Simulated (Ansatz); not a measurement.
**C2H2S (SMILES C1=CS1): one structure at several levels**

A test off equilibrium: a structure displaced at random from a GFN2-xTB minimum is computed at several levels, and each is set against CCSD(T).

The runs use Ansatz 0.2.0, Gaussian basis; single points in def2-TZVPP.

Correlated methods freeze the cores.

### Step 1. The starting structure

5 atoms, charge 0, spin multiplicity 1.

Atoms are counted from 1 here; the program's logs count them from 0.

Bond lengths: C1–C2 1.279 Å, C1–S3 1.820 Å, C1–H4 1.074 Å, C2–S3 1.719 Å, C2–H5 1.173 Å. Angles: C2–C1–S3 64.7°, C2–C1–H4 164.0°, S3–C1–H4 126.2°, C1–C2–S3 73.1°, C1–C2–H5 136.0°, S3–C2–H5 150.8°, C1–S3–C2 42.2°.

As a file:

```xyz
5
charge 0, multiplicity 1
C    -0.58870   -0.29700   -0.07310
C     0.40240    0.50710    0.00440
S     0.91730   -0.98710    0.68010
H    -1.44160   -0.85460   -0.41210
H     0.59770    1.63310   -0.25860
```

### Step 2. CCSD(T)/def2-TZVPP

run/in.yaml

```yaml
crystal:
  periodic: [false, false, false]
  atoms:
    - {symbol: C, position_ang: [-0.588700, -0.297000, -0.073100]}
    - {symbol: C, position_ang: [0.402400, 0.507100, 0.004400]}
    - {symbol: S, position_ang: [0.917300, -0.987100, 0.680100]}
    - {symbol: H, position_ang: [-1.441600, -0.854600, -0.412100]}
    - {symbol: H, position_ang: [0.597700, 1.633100, -0.258600]}
basis:
  gaussian: {orbitals: def2-TZVPP}
correlation: {method: ccsd_t}
output: {forces: true}
```

The command line of these runs was not kept.

### Step 3. PBE0-D4/def2-TZVPP

run/in.yaml: that of step 2 with these lines changed.

```diff
@@ -10,3 +10,3 @@
   gaussian: {orbitals: def2-TZVPP}
-correlation: {method: ccsd_t}
-output: {forces: true}
+hamiltonian: {xc: pbe0, dispersion: d4}
+output: {forces: true, orbitals: {seedname: orbitals}}
```

### Step 4. wB97M-V/def2-TZVPP

run/in.yaml: that of step 3 with these lines changed.

```diff
@@ -10,3 +10,3 @@
   gaussian: {orbitals: def2-TZVPP}
-hamiltonian: {xc: pbe0, dispersion: d4}
-output: {forces: true, orbitals: {seedname: orbitals}}
+hamiltonian: {xc: {name: wB97M-V}}
+output: {forces: true}
```

### Step 5. r2SCAN-D4/def2-TZVPP

run/in.yaml: that of step 4 with these lines changed.

```diff
@@ -10,3 +10,3 @@
   gaussian: {orbitals: def2-TZVPP}
-hamiltonian: {xc: {name: wB97M-V}}
+hamiltonian: {xc: r2scan, dispersion: d4}
 output: {forces: true}
```

### Step 6. PBE-D4/def2-TZVPP

run/in.yaml: that of step 5 with these lines changed.

```diff
@@ -10,3 +10,3 @@
   gaussian: {orbitals: def2-TZVPP}
-hamiltonian: {xc: r2scan, dispersion: d4}
+hamiltonian: {xc: pbe, dispersion: d4}
 output: {forces: true}
```

### Step 7. LC-wPBE/def2-TZVPP

run/in.yaml: that of step 6 with these lines changed.

```diff
@@ -10,3 +10,3 @@
   gaussian: {orbitals: def2-TZVPP}
-hamiltonian: {xc: pbe, dispersion: d4}
+hamiltonian: {xc: {name: LC-wPBE}}
 output: {forces: true}
```

### Step 8. SPW92/def2-TZVPP

run/in.yaml: that of step 7 with these lines changed.

```diff
@@ -10,3 +10,3 @@
   gaussian: {orbitals: def2-TZVPP}
-hamiltonian: {xc: {name: LC-wPBE}}
+hamiltonian: {xc: lda}
 output: {forces: true}
```

(Steps that only read results are left out.)

Q: Predict the outcome of this session. Wanted: energy less free atoms, CCSD(T)/def2-TZVPP; RMS force component; RMS force error; HOMO and LUMO, PBE0-D4; T1 diagnostic.

The runs gave:

| quantity | value |
| --- | --- |
| energy less free atoms, CCSD(T)/def2-TZVPP | -1756.6 kJ/mol |
| RMS force component | 1.403 to 1.852 eV/Å over the methods |
| RMS force error | PBE0-D4 0.454, wB97M-V 0.447, r2SCAN-D4 0.365, PBE-D4 0.241, LC-wPBE 0.697, SPW92 0.544 eV/Å |
| HOMO and LUMO, PBE0-D4 | -5.39 and -0.75 eV |
| T1 diagnostic | 0.012 |

What this shows: Against CCSD(T) the functionals' energies less atoms differ by -420.7 to -63.6 kJ/mol, PBE-D4 by -160.4 kJ/mol. A larger basis would deepen the CCSD(T) value, while the functionals are nearly converged already, so the order here is not reliable. For forces PBE-D4 does best and LC-wPBE worst. Frozen-core CCSD(T) forces in triple zeta carry basis errors of their own, and this is one geometry, so small gaps rank nothing. The restricted Hartree–Fock reference is unstable towards an unrestricted one at one or more of these structures.
